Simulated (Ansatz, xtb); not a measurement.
**C5H10: which of two isomers lies lower**

Structure a is `C1CCCC1`, a singlet and structure b is `CC=C(C)C`, a singlet. Both are isolated molecules in the gas phase, relaxed with B3LYP-D3(BJ)/def2-SVP; the shapes shown needn't be the lowest conformers.

a (Å):

| atom | x (Å) | y (Å) | z (Å) |
| --- | --- | --- | --- |
| C | -0.7993 | -0.3197 | -0.2236 |
| C | 0.3203 | 0.7054 | -0.0074 |
| C | 1.0700 | 0.6891 | -1.3499 |
| C | 0.9964 | -0.7835 | -1.8374 |
| C | -0.0870 | -1.4687 | -0.9585 |
| H | -1.5805 | 0.1192 | -0.8694 |
| H | -1.2901 | -0.6406 | 0.7087 |
| H | 0.9854 | 0.3608 | 0.8044 |
| H | -0.0453 | 1.7058 | 0.2731 |
| H | 0.5495 | 1.3484 | -2.0643 |
| H | 2.1028 | 1.0615 | -1.2689 |
| H | 0.7401 | -0.8316 | -2.9070 |
| H | 1.9671 | -1.2913 | -1.7277 |
| H | 0.3922 | -2.1324 | -0.2200 |
| H | -0.7788 | -2.0937 | -1.5437 |

b (Å):

```xyz
15

C    -1.3337    0.1122    0.4256
C     0.0491    0.3901   -0.0847
C     0.7077   -0.2221   -1.0845
C     2.1067    0.1955   -1.4614
C     0.1506   -1.3510   -1.9122
H    -1.9690    1.0128    0.3543
H    -1.3116   -0.1656    1.4943
H    -1.8411   -0.6968   -0.1180
H     0.5783    1.1991    0.4352
H     2.1525    0.5201   -2.5166
H     2.4748    1.0200   -0.8332
H     2.8117   -0.6500   -1.3671
H     0.1380   -1.0779   -2.9823
H     0.7927   -2.2459   -1.8295
H    -0.8689   -1.6402   -1.6259
```

Problem. Estimate which is lower in electronic energy at CCSD(T)/def2-SVP + ΔMP2/def2-TZVPP, and by roughly how much.

Solution. The CCSD(T)/def2-SVP + ΔMP2/def2-TZVPP calculation puts structure a lower, by 10.5 kcal/mol.

Level by level:

| level | geometry | E(b) − E(a) (kcal/mol) | departure from the last row (kcal/mol) | job, with rough time for the two |
| --- | --- | --- | --- | --- |
| GFN2-xTB | GFN2-xTB | +21.3 | +10.9 | optimisation, 0.17 s |
| HF/STO-3G | GFN2-xTB | +41.0 | +30.5 | single point, 0.44 s |
| r2SCAN-D4/def2-SVP | GFN2-xTB | +11.8 | +1.3 | single point, 4.5 s |
| B3LYP-D3(BJ)/def2-SVP | B3LYP-D3(BJ)/def2-SVP | +9.4 | −1.0 | optimisation, 27 s |
| HF/def2-SVP | B3LYP-D3(BJ)/def2-SVP | +9.5 | −1.0 | part of the CCSD(T) run |
| MP2/def2-SVP | B3LYP-D3(BJ)/def2-SVP | +12.9 | +2.4 | part of the CCSD(T) run |
| CCSD(T)/def2-SVP | B3LYP-D3(BJ)/def2-SVP | +11.1 | +0.6 | single point |
| CCSD(T)/def2-SVP + ΔMP2/def2-TZVPP | B3LYP-D3(BJ)/def2-SVP | +10.5 |  | single point, 47 s |

As drawn, b has 1 C=C in place of 2 C–C. Structure a has a 5-membered ring, b no ring.

The levels shown agree on the order. The largest departure from CCSD(T)/def2-SVP + ΔMP2/def2-TZVPP is that of HF/STO-3G, 30.5 kcal/mol. The last row adds to CCSD(T) the change of the MP2 difference between the two basis sets, here −0.6 kcal/mol.

With thermal terms from frequencies at re-optimised GFN2-xTB minima (ideal gas, soft modes damped towards free rotors, one conformer each, 298.15 K, 1 atm): the zero-point term adds −3.5 kcal/mol; ΔH is +8.3 and ΔG +5.0 kcal/mol.

The correlated steps freeze 5 core orbitals. Run with Ansatz 0.2.0, xtb 6.7.1; the last row on 2 threads of Intel(R) Xeon(R) Platinum 8488C (Sapphire Rapids) on a shared host.
